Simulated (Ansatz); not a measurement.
**SiPHO (singlet): the correlation ladder, cc-pVDZ**

An exercise on one series of results from a longer session: the logs are not shown, and one member is left open.

Program: Ansatz 0.2.0, Gaussian basis. Level of theory: cc-pVDZ, core rule «outside noble gas», up to 11 orbitals frozen. These are calculated values, not measurements.

To be run: UHF; CCSD(T) on RHF; CCSD(T) on UHF; BCCD(T) on RHF; CISD; CCSDT(Q) on RHF; CCSDT(Q) on UHF; CCSDTQ on RHF.

4 further runs of the same task are left out: 4 set aside as unsound or not needed. Runs told in other sessions of the task aren't counted.

**The system**

The geometry is a PBE0/def2-TZVP stationary point (not a proven minimum).

4 atoms, charge 0, spin multiplicity 1.

Atoms are counted from 1 here; the program's logs count them from 0.

Bond lengths: O1–P2 1.645 Å, O1–H4 0.963 Å, P2–Si3 2.060 Å. Angles: P2–O1–H4 109.6°, O1–P2–Si3 125.1°.

Set-up of the first run:

The input, in.yaml:

```yaml
crystal:
  periodic: [false, false, false]
  atoms:
    - {symbol: O, position_ang: [0.000000, -0.521046, 1.739195]}
    - {symbol: P, position_ang: [0.000000, 0.453078, 0.414013]}
    - {symbol: Si, position_ang: [0.000000, -0.203511, -1.538378]}
    - {symbol: H, position_ang: [0.000000, 0.018464, 2.536335]}
basis:
  gaussian: {orbitals: cc-pVDZ}
magnetization: {spin_polarized: true, initial_magnetization: 0}
hamiltonian: {xc: hf}
output: {orbitals: {seedname: orbitals}}
```

Command:

```
$ ansatz run in.yaml --threads 1 --pin off --events-out ev --progress --plain --max-ram 4096MiB --backend cpu
```

Among the steps run: UHF; CCSD(T) on RHF; CCSD(T) on UHF; BCCD(T) on RHF; CISD; CCSDT(Q) on RHF; CCSDT(Q) on UHF; CCSDTQ on RHF.

One table of the session follows, with a row left open; its other results are not shown here.

```
   method  from RCCSDTQ (kcal/mol)
      RHF                  +268.37
      UHF                  +265.57
     RMP2                   +32.69
     UMP2                   +42.43
     CISD                   +45.59
    RCCSD                   +12.49
    UCCSD                   +13.57
 RCCSD(T)                    +2.07
 UCCSD(T)                        ?
  BCCD(T)                    +2.02
   RCCSDT                    +1.15
   UCCSDT                    +1.29
RCCSDT(Q)                    -0.23
UCCSDT(Q)                    -0.29
  RCCSDTQ                        0
```

**Question.** Estimate the row for UCCSD(T).

As computed: from RCCSDTQ (kcal/mol): +3.15. In the column «from RCCSDTQ (kcal/mol)» it lies between RCCSD(T) (+2.07) and RCCSD (+12.49).

To keep in mind: The determinant of HF (⟨S²⟩ 0.70) is far from a pure spin state, so its energy mixes those of several spin states; that is harmless only where they are near-degenerate. The determinant of CCSD(T) (⟨S²⟩ 0.70) is far from a pure spin state, so its energy mixes those of several spin states; high orders of coupled cluster remove much of that, low ones don't. The determinant of CCSDT(Q) (⟨S²⟩ 0.70) is far from a pure spin state, so its energy mixes those of several spin states; high orders of coupled cluster remove much of that, low ones don't. Restricted and unrestricted rows rest on different reference determinants; a gap between their highest levels can come from leftover correlation error, from unlike frozen cores or from another state.
